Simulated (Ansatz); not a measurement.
Write a Python script for the Python package of Ansatz (0.2.0) that makes the interaction energy of a dimer with the counterpoise correction of HNO, SMILES N=O. Settings (for the species named): MP2, cc-pVDZ basis, multiplicity 1.

```yaml
atoms:
  - { symbol: N, position_ang: [-0.0825, 0.4217, 0.0000] }
  - { symbol: O, position_ang: [0.9719, -0.2213, 0.0000] }
  - { symbol: H, position_ang: [-0.8894, -0.2003, 0.0000] }
```

`hno_dimer.py`
```python
"""Binding of a HNO dimer at a trial geometry."""

import ansatz as az
import numpy as np

FIRST = [
    ("N", (-0.0825, 0.4217, 0.0)),
    ("O", (0.9719, -0.2213, 0.0)),
    ("H", (-0.8894, -0.2003, 0.0)),
]
SECOND = [
    ("N", (-1.4884, 0.0054, 2.0275)),
    ("O", (-1.8256, 1.127, 1.6358)),
    ("H", (-0.9596, 0.0658, 2.8962)),
]

def energy(atoms, ghosts=()):
    molecule = az.Crystal.molecule()
    for symbol, xyz in atoms:
        molecule = molecule.atom(symbol, xyz)
    calc = (
        molecule.calculation()
        .basis(gaussian="cc-pVDZ")
        .correlation("mp2")
    )
    deck = calc.input()
    if ghosts:
        deck = deck.set(az.key.basis.gaussian.ghost_atoms, [{"symbol": s, "position_ang": list(xyz)} for s, xyz in ghosts])
    return az.Session.from_dict(deck).plan().execute().report["free_energy_ev"]

# monomers in their own basis and in the basis of the dimer
direction = np.array([-0.5396, 0.1513, 0.8282])
print("shift (A)   counterpoise-corrected interaction (kJ/mol)")
for shift in (-0.3, 0.0, 0.4, 1.0, 2.0):
    moved = [(s, tuple(np.round(np.array(xyz) + shift * direction, 4))) for s, xyz in SECOND]
    gain = energy(FIRST + moved) - energy(FIRST, moved) - energy(moved, FIRST)
    print(f"{shift:8.2f} {96.485332 * gain:14.3f}")
```

Running `python hno_dimer.py` prints:
```text
shift (A)   counterpoise-corrected interaction (kJ/mol)
   -0.30         86.434
    0.00         24.217
    0.40          0.227
    1.00         -3.496
    2.00         -1.767
```

The dimer is a generated trial pose of unrelaxed monomers, not a minimum, so the figure is no binding energy, and the basis set is small. Timing: 8 s on 1 thread of Arm Neoverse V1, on a shared host, peak memory 0.15 GiB.
